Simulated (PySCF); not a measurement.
Can point charges reproduce the dipole moment of 1,1-dichloro-2,2-difluoroethane, `FC(F)C(Cl)Cl`?

Coordinates (PBE0-D3(BJ)/def2-TZVP, Å) and charges (e) from the PBE0/pcSseg-2 density (PySCF):

```csv
atom,x,y,z,Mulliken,IAO,Hirshfeld,ESP-fitted
F1,-0.898,0.956,-1.142,-0.2437,-0.2874,-0.0942,-0.1562
C2,-0.605,0.497,0.084,+0.4696,+0.4530,+0.1234,+0.3747
F3,-0.247,1.545,0.855,-0.2538,-0.2980,-0.0969,-0.1850
C4,0.543,-0.504,0.044,+0.0811,-0.1476,-0.0035,-0.5079
Cl5,1.971,0.191,-0.705,-0.0927,-0.0292,-0.0230,+0.0486
Cl6,-0.002,-1.968,-0.777,-0.1005,-0.0471,-0.0224,+0.0079
H7,-1.499,0.032,0.514,+0.0334,+0.1582,+0.0551,+0.1075
H8,0.805,-0.778,1.064,+0.1065,+0.1981,+0.0616,+0.3105
```

Task: Compute μ = Σ q r for each scheme (1 e·Å = 4.803 D) and compare with the dipole of the full density.

Result: The full density gives (-0.65, -1.12, 1.68) D, 2.12 D in size; dipole vectors point from the negative to the positive end.

```json
{"scheme": "Mulliken", "μx": "-0.51", "μy": "-1.61", "μz": "1.82", "size (D)": "2.48", "share of the full size (%)": "117", "angle to the full dipole (°)": "10"}
{"scheme": "IAO", "μx": "-0.76", "μy": "-2.39", "μz": "2.18", "size (D)": "3.33", "share of the full size (%)": "157", "angle to the full dipole (°)": "14"}
{"scheme": "Hirshfeld", "μx": "-0.22", "μy": "-0.88", "μz": "0.78", "size (D)": "1.20", "share of the full size (%)": "56", "angle to the full dipole (°)": "16"}
{"scheme": "ESP-fitted", "μx": "-0.63", "μy": "-1.14", "μz": "1.80", "size (D)": "2.22", "share of the full size (%)": "105", "angle to the full dipole (°)": "2"}
```

Task: Which set comes closest?

Result: Length of the difference vector: ESP-fitted 0.12 D, Mulliken 0.53 D, Hirshfeld 1.03 D, IAO 1.37 D. Closest: ESP-fitted. 

Task: What is left for the Hirshfeld atoms' own dipoles?

Result: The Hirshfeld atoms' densities add up to the full density, so μ = Σ q r + Σ (atomic dipoles). The atomic dipoles sum to (-0.65, -1.12, 1.68) − (-0.22, -0.88, 0.78) = (-0.43, -0.24, 0.90) D, 1.03 D in size.

Task: With the origin at the mean of the coordinates, (0.008, -0.004, -0.008) Å, which are the largest single terms, by size, of the IAO dipole along the direction of the full one?

Result: F1 +1.56, H8 +0.97, H7 +0.65, Cl5 +0.18, C4 -0.10 D; all 8 atoms together +3.22 D. The single terms depend on the origin, their sum doesn't.

Task: Give the size of the full dipole in other units.

Result: 2.12 D = 0.834 au = 0.442 e·Å = 7.07 × 10⁻³⁰ C·m.

The structure is a single PBE0-D3(BJ)/def2-TZVP conformer in the gas phase; no vibrational or solvent corrections.

Shape of the structure used: `[F:1][CH:2]([F:3])[CH:4]([Cl:5])[Cl:6]`: F1–C2–C4–Cl5 56°.
